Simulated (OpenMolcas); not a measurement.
# Worked example: vertical energy of the triplet above the singlet of C2HClF2 (SMILES FC(F)=CCl)

C2HClF2: 6 atoms, total charge 0, spin state singlet. As SMILES, `FC(F)=CCl`. Geometry: relaxed at PBE0-D4/def2-TZVP.

Both states at this one shape; open shells run unrestricted unless said. 1 Eh = 27.2114 eV.

```tsv
level	program	singlet C2HClF2 (Eh)	triplet C2HClF2 (Eh)
HF/6-31G* (spherical functions)	OpenMolcas	-734.626286	-734.484471
BHLYP/6-31G* (spherical functions)	OpenMolcas	-736.509051	-736.345600
```

Question: Work out the vertical gap, second state less first, at each level.

Answer: 
1. HF/6-31G* (spherical functions): -734.484471 − (-734.626286) = 0.141815 Eh = 3.86 eV.
2. BHLYP/6-31G* (spherical functions): -736.345600 − (-736.509051) = 0.163451 Eh = 4.45 eV.

No measured value is set beside it here; the levels span 3.86 to 4.45 eV. Hartree–Fock favours the state with fewer electron pairs, since it lacks pair correlation.
